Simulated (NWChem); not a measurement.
System: diphosphorus (P$_{2}$); SMILES P#P

Input file for NWChem:

```
start job
memory heap 200 mb stack 900 mb global 1100 mb
geometry units angstroms noautoz
  P      0.000000     0.000000     0.952143
  P      0.000000     0.000000    -0.952143
end
basis spherical
  P library def2-svp
end
dft
  xc b3lyp
  iterations 150
  mulliken
end
task dft energy
```

NWChem printed, in part:

```
             Northwest Computational Chemistry Package (NWChem) 7.3.0
             --------------------------------------------------------

 ORDER OF PRIMARY AXIS IS BEING SET TO 4
 D4H symmetry detected

                             Geometry "geometry" -> ""
                             -------------------------

 Output coordinates in angstroms (scale by  1.889725989 to convert to a.u.)

  No.       Tag          Charge          X              Y              Z
 ---- ---------------- ---------- -------------- -------------- --------------
    1 P                   15.0000     0.00000000     0.00000000     0.95214300
    2 P                   15.0000     0.00000000     0.00000000    -0.95214300

 Effective nuclear repulsion energy (a.u.)      62.5246843305

      Symmetry information
      --------------------

 Group name             D4h
 Group number             28
 Group order              16
 No. of unique centers     1

                                 NWChem DFT Module
                                 -----------------

 Summary of "ao basis" -> "ao basis" (spherical)
 ------------------------------------------------------------------------------
       Tag                 Description            Shells   Functions and Types
 ---------------- ------------------------------  ------  ---------------------
 P                          def2-svp                 8       18   4s3p1d

      Symmetry analysis of basis
      --------------------------

        a1g         8
        a1u         0
        a2g         0
        a2u         8
        b1g         1
        b1u         1
        b2g         1
        b2u         1
        eg          8
        eu          8

            General Information
            -------------------
          SCF calculation type: DFT
          Wavefunction type:  closed shell.
          No. of atoms     :     2
          No. of electrons :    30
           Alpha electrons :    15
            Beta electrons :    15
          Charge           :     0
          Spin multiplicity:     1
          Use of symmetry is: on ; symmetry adaption is: on
          Maximum number of iterations: 150
          AO basis - number of functions:    36
                     number of shells:    16
          Convergence on energy requested:  1.00D-06
          Convergence on density requested:  1.00D-05
          Convergence on gradient requested:  5.00D-04

              XC Information
              --------------
                         B3LYP Method XC Potential
                     Hartree-Fock (Exact) Exchange  0.200
                        Slater Exchange Functional  0.800 local
                    Becke 1988 Exchange Functional  0.720 non-local
              Lee-Yang-Parr Correlation Functional  0.810
                  VWN I RPA Correlation Functional  0.190 local

             Grid Information
             ----------------
          Grid used for XC integration:  medium
          Radial quadrature: Mura-Knowles
          Angular quadrature: Lebedev.
          Tag              B.-S. Rad. Rad. Pts. Rad. Cut. Ang. Pts.
          ---              ---------- --------- --------- ---------
          P                   1.00       88           8.0       590
          Grid pruning is: on
          Number of quadrature shells:    88
          Spatial weights used:  Erf1

      Superposition of Atomic Density Guess
      -------------------------------------

 Sum of atomic energies:        -681.07532066

      Non-variational initial energy
      ------------------------------

 Total energy =    -681.298383
 1-e energy   =   -1067.262151
 2-e energy   =     323.439084
 HOMO         =      -0.285488
 LUMO         =      -0.054818

      Symmetry analysis of molecular orbitals - initial
      -------------------------------------------------

 !! scf_movecs_sym_adapt:    4 vectors were symmetry contaminated

  Symmetry fudging

 !! scf_movecs_sym_adapt:    2 vectors were symmetry contaminated

  Numbering of irreducible representations:

     1 a1g         2 a1u         3 a2g         4 a2u         5 b1g
     6 b1u         7 b2g         8 b2u         9 eg         10 eu

  Orbital symmetries:

     1 a2u         2 a1g         3 a1g         4 a2u         5 a1g
     6 a2u         7 eu          8 eu          9 eg         10 eg
    11 a1g        12 a2u        13 eu         14 eu         15 a1g
    16 eg         17 eg         18 a2u        19 a1g        20 a2u
    21 a1g        22 eu         23 eu         24 b1g        25 b2g

     ---------------------------------------------
      Total Density - Mulliken Population Analysis
     ---------------------------------------------

    Atom       Charge   Shell Charges
 -----------   ------   -------------------------------------------------------
    1 P   15    15.00   2.00  1.99  1.25  0.65  5.93  1.24  1.87  0.07
    2 P   15    15.00   2.00  1.99  1.25  0.65  5.93  1.24  1.87  0.07

   convergence    iter        energy       DeltaE   RMS-Dens  Diis-err
 ---------------- ----- ----------------- --------- --------- ---------
 d= 0,ls=0.0,diis     1   -682.4994476598 -7.45D+02  1.08D-02  1.23D-01
 d= 0,ls=0.0,diis     2   -682.5095899028 -1.01D-02  5.07D-03  6.85D-03
 d= 0,ls=0.0,diis     3   -682.5106177564 -1.03D-03  1.35D-03  1.97D-03
 d= 0,ls=0.0,diis     4   -682.5109640930 -3.46D-04  1.33D-04  1.49D-05
 d= 0,ls=0.0,diis     5   -682.5109667781 -2.69D-06  1.62D-05  7.21D-08
 d= 0,ls=0.0,diis     6   -682.5109667928 -1.46D-08  6.32D-07  1.45D-10

         Total DFT energy =     -682.510966792752
      One electron energy =    -1068.076594180243
           Coulomb energy =      369.487615293048
    Exchange-Corr. energy =      -46.446672236026
 Nuclear repulsion energy =       62.524684330469

 Numeric. integr. density =       30.000000169234

                  Occupations of the irreducible representations
                  ----------------------------------------------

[...]
```

Level: B3LYP/def2-SVP. Structure relaxed at the B3LYP/6-31G* (spherical d) level. B3LYP is NWChem's, with the RPA form of VWN correlation.
